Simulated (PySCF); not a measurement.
## Solvent effects on NMR parameters

Atoms are numbered as in `[CH3:1]/[CH:2]=[N:3]/[CH2:4][CH3:5]` (H(Xn): hydrogen on atom n).

GIAO PBE0/pcSseg-1 in PySCF 2.14.0 with density-fitted response routines on one PBE0-D3(BJ)/def2-SVP conformer, non-relativistic, equivalent nuclei averaged. Solvents enter as an IEF-PCM continuum (benzene with ε = 2.3, acetone with ε = 20.5) around the gas-phase geometry. Shifts are referred to TMS computed in the same medium.

In benzene, δ in ppm: C2 165.8, C4 60.6, C1 25.7, C5 19.0, H(C2) 7.69, H(C4) 3.34, H(C1) 1.99, H(C5) 1.19. Dipole moment 1.70 D.

(1) How does each δ change in the more polar medium?

(2) Which nuclei move most (in ppm), and what does the model miss?

## Answers

(1) 
```tsv
atoms	environment	Δδ, acetone
C2	C=N carbon	+3.6
C4	sp3 CH2 bonded to N	-0.1
C1	methyl carbon	+0.6
C5	methyl carbon	+0.3
H(C2)	hydrogen on a C=N carbon	+0.12
H(C4)	hydrogen on an sp3 CH2 bonded to N	+0.04
H(C1)	hydrogen on a methyl carbon	+0.03
H(C5)	hydrogen on a methyl carbon	-0.01
```

Changes are relative to benzene. The dipole moment becomes 2.10 D in acetone.

(2) C2 (C=N carbon, +3.6 ppm) in acetone. A continuum only polarises the solute; specific hydrogen bonds, the anisotropy of aromatic solvents and changes of geometry or conformer are outside it.
